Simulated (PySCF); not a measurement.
C₄H₄.
SMILES with atom numbers: `[CH:1]1=[CH:2][CH:3]=[CH:4]1` (hydrogens: H5 on C1; H6 on C2; H7 on C3; H8 on C4)

Method: PBE0-D3(BJ)/def2-SVP geometry optimisation, gas phase in PySCF.

(1) Give the optimised bond lengths and angles.

## Answers

(1) 
```
                  bond  length (Å)
          C1=C2, C3=C4       1.336
          C1–C4, C2–C3       1.568
C1–H5 and 3 like bonds       1.091
```

Bonds in one row agree within 0.01 Å and their mean is given. A selection of angles:
```
   angle  degrees
C2–C1–C4     90.0
C2–C1–H5    135.1
```

Torsions: C4–C1–C2–C3 0° (synperiplanar); C1–C2–C3–C4 0° (synperiplanar); C2–C3–C4–C1 0° (synperiplanar); C2–C1–C4–C3 0° (synperiplanar).

The 4 C–C bonds span 1.336 Å (C3=C4, drawn double) to 1.568 Å (C2–C3, drawn single), a spread of 0.232 Å. The 4 heavy atoms lie in one plane (0.000 Å rms). All internal angles of the 4-membered ring C1–C2–C3–C4 are 90.0°; it is planar, 0.00 Å rms from its mean plane, widest ring torsion 0°.

Point group: D2h (every atom within 0.08 Å of its image). Stationary, but not proved a minimum.
